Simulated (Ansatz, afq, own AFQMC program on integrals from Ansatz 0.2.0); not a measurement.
**SiH$_{4}$ + SiH3, doublet in cc-pVDZ along one coordinate**

```xyz
9

Si   -1.6428    0.0000    0.0000
H    -2.1376    1.3997    0.0000
H    -2.1376   -0.6999    1.2122
H    -2.1376   -0.6999   -1.2122
H    -0.1581    0.0000    0.0000
Si    1.6522    0.0000    0.0000
H     2.1022   -1.4163    0.0000
H     2.1022    0.7081   -1.2265
H     2.1022    0.7081    1.2265
```

A hydrogen atom is moved from one rigid fragment to the other; the Si1–H5 distance tells how far. The two fragments are held close together, so this isn't a minimum-energy path and the start is a compressed complex. Energies in kJ/mol count from this geometry (1.485 Å) at the same level; the start stands on UHF, each point on the determinant named.

Basis cc-pVDZ. Noble-gas cores (and the filled d shells of Ga–Kr and In–Xe) are frozen. Ansatz 0.2.0 and our own AFQMC program on the same integrals; the CISD trial comes from CCSD amplitudes, and released means the phaseless constraint is let go. Error bars are statistical, one sigma.

```
r(Si1–H5) / Å  det.     T1  weight  ⟨S²⟩   HF  CCSD  CCSD(T)
        1.590   UHF  0.013    0.85  0.77  0.7  -2.5     -3.0
        1.643   UHF  0.013    0.85  0.77  1.2  -2.6     -3.1
        1.696   UHF  0.013    0.85  0.77  0.9  -2.5     -3.0
        1.749   UHF  0.013    0.85  0.77  0.2  -2.0     -2.3
        1.855   UHF  0.013    0.86  0.76  2.3   4.2      4.5
```

(1) Estimate the curve of CCSDT(Q), counted from the same start.

## Answers

(1) 
```tsv
r(Si1–H5) / Å	det.	T1	weight	⟨S²⟩	CCSDT(Q)	ph-AFQMC/CISD	released AFQMC
1.590	UHF	0.013	0.85	0.77	-3.1	-2.7 ± 0.4	-3.0 ± 0.5
1.643	UHF	0.013	0.85	0.77	-3.3	-3.2 ± 0.4	–
1.696	UHF	0.013	0.85	0.77	-3.1	-3.5 ± 0.4	-2.6 ± 0.5
1.749	UHF	0.013	0.85	0.77	-2.4	-2.7 ± 0.3	-2.0 ± 0.4
1.855	UHF	0.013	0.86	0.76	4.5	4.6 ± 0.4	–
```

Weight is that of the determinant in the CISD state; at the start T1 is 0.013 and the weight 0.86, and ⟨S²⟩ is 0.76. A dash marks a missing value, a released energy that hasn't settled or a functional that sits on another state. Largest departures from CCSDT(Q), at the points where its series has closed: CCSD(T) 0.1 kJ/mol at 1.643 (on UHF), ph-AFQMC/CISD 0.5 kJ/mol at 1.590 (on UHF) (within the noise), released AFQMC 0.6 kJ/mol at 1.696 (on UHF) (within the noise), HF 4.5 kJ/mol at 1.643 (on UHF), CCSD 0.7 kJ/mol at 1.643 (on UHF).

A walk keeps the symmetry of its determinant, which the program's search chose and which needn't be the lowest solution, so a lower state of the same spin and another symmetry isn't excluded. Released energies are given only where the last usable release times agree within the noise; a slower fall can still hide under it.
